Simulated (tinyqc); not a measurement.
RHF in the sto-6g basis, for HF, spin multiplicity 1, step by step. One step of it, computed by the program tinyqc.

Task: Iteration 3: building the Fock matrix. J_ij = sum D_kl (ij|kl), K_ij = sum D_kl (ik|jl); F = H + J - 0.5 K; E = tr D H + tr D J / 2 - 0.25 tr D K + E_nn.

D after iteration 2:
```
            1F 1s      1F 2s    1F 2px    1F 2py     1F 2pz      2H 1s
1F 1s    2.111630  -0.481674  0.000000  0.000000   0.068083  -0.003294
1F 2s   -0.481674   2.107955  0.000000  0.000000  -0.408084  -0.122404
1F 2px   0.000000   0.000000  2.000000  0.000000   0.000000   0.000000
1F 2py   0.000000   0.000000  0.000000  2.000000   0.000000   0.000000
1F 2pz   0.068083  -0.408084  0.000000  0.000000   1.021833   0.766131
2H 1s   -0.003294  -0.122404  0.000000  0.000000   0.766131   0.591806
```

core Hamiltonian H = T + V (hartree):
```
             1F 1s       1F 2s     1F 2px     1F 2py     1F 2pz      2H 1s
1F 1s   -40.954429   -9.132205   0.000000   0.000000  -0.013419  -1.657621
1F 2s    -9.132205  -10.920454   0.000000   0.000000  -0.154579  -3.532291
1F 2px    0.000000    0.000000  -8.719200   0.000000   0.000000   0.000000
1F 2py    0.000000    0.000000   0.000000  -8.719200   0.000000   0.000000
1F 2pz   -0.013419   -0.154579   0.000000   0.000000  -8.814344  -2.355913
2H 1s    -1.657621   -3.532291   0.000000   0.000000  -2.355913  -5.090918
```

Two-electron integrals (ij|kl) in chemists' order, unique and non-zero (hartree):
```
(11|11) 5.406240   (21|11) 0.768129   (21|21) 0.138909   (22|11) 1.266271
(22|21) 0.283987   (22|22) 0.926367   (31|31) 0.029452   (32|31) 0.044681
(32|32) 0.204753   (33|11) 1.266273   (33|21) 0.283987   (33|22) 0.926366
(33|33) 0.998085   (41|41) 0.029452   (42|41) 0.044681   (42|42) 0.204753
(43|43) 0.053789   (44|11) 1.266273   (44|21) 0.283987   (44|22) 0.926366
(44|33) 0.890506   (44|44) 0.998085   (51|51) 0.029452   (52|51) 0.044681
(52|52) 0.204753   (53|53) 0.053789   (54|54) 0.053789   (55|11) 1.266273
(55|21) 0.283987   (55|22) 0.926366   (55|33) 0.890506   (55|44) 0.890506
(55|55) 0.998085   (61|11) 0.147741   (61|21) 0.025607   (61|22) 0.051199
(61|33) 0.051111   (61|44) 0.051111   (61|51) 0.001111   (61|52) 0.002169
(61|55) 0.051374   (61|61) 0.004799   (62|11) 0.364981   (62|21) 0.083041
(62|22) 0.301113   (62|33) 0.296889   (62|44) 0.296889   (62|51) 0.006006
(62|52) 0.044809   (62|55) 0.309559   (62|61) 0.015304   (62|62) 0.119822
(63|31) 0.009336   (63|32) 0.053069   (63|53) 0.009403   (63|63) 0.017810
(64|41) 0.009336   (64|42) 0.053069   (64|54) 0.009403   (64|64) 0.017810
(65|11) 0.244068   (65|21) 0.056328   (65|22) 0.218381   (65|33) 0.209028
(65|44) 0.209028   (65|51) 0.012927   (65|52) 0.084042   (65|55) 0.237087
(65|61) 0.010846   (65|62) 0.106665   (65|65) 0.112161   (66|11) 0.512839
(66|21) 0.118878   (66|22) 0.494853   (66|33) 0.477940   (66|44) 0.477940
(66|51) 0.011145   (66|52) 0.115091   (66|55) 0.528678   (66|61) 0.022088
(66|62) 0.251051   (66|65) 0.259327   (66|66) 0.774999
```

nuclear repulsion = 4.76736226 hartree

Give: Coulomb J; exchange K; Fock matrix F; total energy of this density.

Result:

Coulomb J (hartree):
```
          1F 1s   1F 2s  1F 2px  1F 2py   1F 2pz   2H 1s
1F 1s   20.2914  3.6491  0.0000  0.0000  -0.0075  0.6765
1F 2s    3.6491  9.5585  0.0000  0.0000   0.0249  3.0761
1F 2px   0.0000  0.0000  9.5703  0.0000   0.0000  0.0000
1F 2py   0.0000  0.0000  0.0000  9.5703   0.0000  0.0000
1F 2pz  -0.0075  0.0249  0.0000  0.0000   9.5350  2.2321
2H 1s    0.6765  3.0761  0.0000  0.0000   2.2321  5.1655
```

exchange K (hartree):
```
          1F 1s    1F 2s  1F 2px  1F 2py   1F 2pz   2H 1s
1F 1s   11.1140   1.7658  0.0000  0.0000   0.0018  0.3525
1F 2s    1.7658   3.0660  0.0000  0.0000  -0.1070  1.0617
1F 2px   0.0000   0.0000  2.6214  0.0000   0.0000  0.0000
1F 2py   0.0000   0.0000  0.0000  2.6214   0.0000  0.0000
1F 2pz   0.0018  -0.1070  0.0000  0.0000   2.0948  0.8337
2H 1s    0.3525   1.0617  0.0000  0.0000   0.8337  1.1426
```

Fock matrix F (hartree):
```
           1F 1s    1F 2s   1F 2px   1F 2py   1F 2pz    2H 1s
1F 1s   -26.2200  -6.3660   0.0000   0.0000  -0.0219  -1.1574
1F 2s    -6.3660  -2.8949   0.0000   0.0000  -0.0762  -0.9870
1F 2px    0.0000   0.0000  -0.4596   0.0000   0.0000   0.0000
1F 2py    0.0000   0.0000   0.0000  -0.4596   0.0000   0.0000
1F 2pz   -0.0219  -0.0762   0.0000   0.0000  -0.3267  -0.5406
2H 1s    -1.1574  -0.9870   0.0000   0.0000  -0.5406  -0.4967
```

total energy of this density = -99.498665 hartree
